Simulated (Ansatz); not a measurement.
Reaction (SMILES): CN(C)C + 3 [H][H] (H2) → 3 C (CH4) + N (NH3)
B3LYP-D3(BJ)/def2-TZVP geometries, fixed; electronic energies without zero-point terms.
Largest species:
```
N
C 1 1.4503
H 2 1.0911 1 109.85
H 2 1.0911 3 108.21 1 119.93
H 2 1.1055 3 108.00 4 116.68
C 1 1.4503 2 111.65 3 176.58
H 6 1.0911 1 109.85 2 -176.58
H 6 1.0911 7 108.21 1 -119.93
H 6 1.1055 7 108.00 8 -116.68
C 1 1.4503 2 111.65 3 -57.65
H 10 1.0911 1 109.85 2 176.58
H 10 1.0911 11 108.21 1 119.93
H 10 1.1055 11 108.00 12 116.68
```
Charge 0, spin multiplicity 1.

Basis-set convergence of the energy of full hydrogenation at HF with Ansatz (a program for electronic structure). Cartesian d functions, on some or all atoms, in 6-31G*, 6-31+G*, 6-31G**; all else is spherical. No added dispersion term, no relativity. Functions are those of the species that has most. Reference: the value in aug-cc-pVQZ, -79.16 kcal/mol, itself unsure by roughly 0.11 kcal/mol (its mean distance from def2-QZVPPD, pcseg-3, def2-QZVPP). Deviations are taken from unrounded values.

```csv
basis,functions,energy of full hydrogenation (kcal/mol),minus reference (kcal/mol)
STO-3G,29,-60.01,19.15
pcseg-0,54,-82.49,-3.33
6-31G*,78,-75.56,3.60
6-31+G*,94,-77.45,1.71
def2-SVP,101,-77.08,2.08
6-31G**,105,-77.64,1.53
6-311G**,126,-78.01,1.15
6-311+G**,142,-79.27,-0.11
def2-TZVP,178,-77.85,1.31
def2-TZVPD,229,-78.14,1.02
pcseg-2,246,-79.66,-0.50
def2-TZVPP,250,-79.38,-0.22
jun-cc-pV(T+d)Z,282,-79.60,-0.44
"6-311++G(3df,3pd)",318,-78.48,0.68
aug-cc-pVTZ,391,-79.44,-0.28
cc-pVQZ,490,-78.92,0.24
pcseg-3,537,-79.26,-0.10
def2-QZVPPD,549,-79.31,-0.15
```
